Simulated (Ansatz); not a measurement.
MgS (`[Mg]=[S]`). Charge 0, multiplicity 1.

Z-matrix (Å, degrees):
```
Mg
S 1 2.136
```

(1) List the harmonic frequencies (cm⁻¹, unscaled) at PBE0-D4/def2-TZVP in Ansatz. (An estimate is asked.)

(2) Is this a minimum?

(3) Give the ideal-gas thermochemistry at 298.15 K and 1 bar (rigid rotor, harmonic oscillator; point group C∞v, symmetry number 1).

(4) And at 400, 500, 600, 800 and 1000 K?

(5) Rotational constants (cm⁻¹)?

Results:

(1) Computed: 544.

(2) Yes, all 1 modes are real.

(3) Zero-point energy 3.3 kJ/mol; H(298) − E = 12.4 kJ/mol; entropy 225.1 J/(mol·K), of which translation 159.1, rotation 63.6, vibration 2.3; G(298) − E = -54.7 kJ/mol.

(4) 
```json
{"T (K)": "400", "H − E (kJ/mol)": "16.0", "S (J/mol/K)": "235.3", "G − E (kJ/mol)": "-78.1"}
{"T (K)": "500", "H − E (kJ/mol)": "19.5", "S (J/mol/K)": "243.2", "G − E (kJ/mol)": "-102.1"}
{"T (K)": "600", "H − E (kJ/mol)": "23.1", "S (J/mol/K)": "249.8", "G − E (kJ/mol)": "-126.7"}
{"T (K)": "800", "H − E (kJ/mol)": "30.5", "S (J/mol/K)": "260.3", "G − E (kJ/mol)": "-177.8"}
{"T (K)": "1000", "H − E (kJ/mol)": "37.8", "S (J/mol/K)": "268.6", "G − E (kJ/mol)": "-230.7"}
```

(5) 0.2673.
